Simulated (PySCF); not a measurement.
Structure with atom numbers: `[CH2:1]=[CH:2][O:3][CH:4]=[CH2:5]`; H(Xn) means a hydrogen on atom n. Ha(C1), Ha(C5) are cis to O3; Hb(C1), Hb(C5) are trans to O3.

- structure optimised with PBE0-D3(BJ)/def2-TZVP
- GIAO PBE0/pcSseg-2 shieldings
- couplings computed with B3LYP/pcJ-2 (without the spin–dipole term)
- run in PySCF
- non-relativistic, one computed conformer, equivalent nuclei averaged, no solvent model

Task: Predict the 2D correlation tables (HSQC, COSY, HMBC).

Result: 

HSQC (one-bond C–H):
```csv
δH,δC,"1J(C,H) (Hz)"
6.65 (H(C2)/H(C4)),162.4 (C2/C4),183
4.80 (Ha(C1)/Ha(C5)),97.3 (C1/C5),167
4.32 (Hb(C1)/Hb(C5)),97.3 (C1/C5),171
```

COSY cross peaks (|J| ≥ 2 Hz):
```csv
δH,δH,abs. J (Hz),bonds
6.65 (H(C2)/H(C4)),4.80 (Ha(C1)/Ha(C5)),14.8,3
6.65 (H(C2)/H(C4)),4.32 (Hb(C1)/Hb(C5)),7.8,3
```

HMBC (two and three bonds, |J| ≥ 2.5 Hz):
```csv
δH,δC [abs. J in Hz]
6.65 (H(C2)/H(C4)),"162.4 (C2/C4) [7.7], 97.3 (C1/C5) [9.6]"
4.80 (Ha(C1)/Ha(C5)),162.4 (C2/C4) [6.5]
4.32 (Hb(C1)/Hb(C5)),162.4 (C2/C4) [8.1]
```

Referencing at the same level of theory: 1H, 13C vs TMS.

Shifts are as computed. Against solution values, carbons near 30 ppm lie about +3 ppm off and those near 130 ppm about +9 ppm. Of 1211 compounds with measured shifts, 218 miss one by over three times the rms of a fit or turn the order of signals round; such compounds aren't used in these exercises.
